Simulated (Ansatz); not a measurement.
C2H3F3 (`FCC(F)F`), charge 0, multiplicity 1.

Question: Give a relaxed structure at PBE0-D4/def2-TZVP (Ansatz). (An estimate is asked.)

Answer: Ansatz gave: 
Z-matrix (Å, degrees):
```
C
C 1 1.509
F 1 1.372 2 109.3
H 1 1.093 2 109.4 3 -119.5
H 1 1.093 2 109.5 3 119.8
F 2 1.356 1 108.2 3 173.8
F 2 1.352 1 110.4 3 -68.3
H 2 1.095 1 113.0 3 53.0
```
